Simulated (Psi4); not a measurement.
Psi4 input (wB97X-D/6-31G*):

```
memory 1500 MB

molecule {
1 1
C    -0.00000000   -0.00000000   -0.63123354
N     0.00000000    0.00000000    0.54105732
symmetry c1
no_reorient
no_com
}

set {
  basis 6-31G*
  reference rks
  scf_type pk
  dft_radial_points 99
  dft_spherical_points 590
  e_convergence 1e-8
  d_convergence 1e-7
  maxiter 150
}

e = energy('wb97x-d')
print_out(f'\nFINAL {e:.10f} DIPOLE {variable("CURRENT DIPOLE")[0]:.6f} {variable("CURRENT DIPOLE")[1]:.6f} {variable("CURRENT DIPOLE")[2]:.6f}\n')
```

Problem. Predict the final energy.

Solution. -92.11428 Eh.
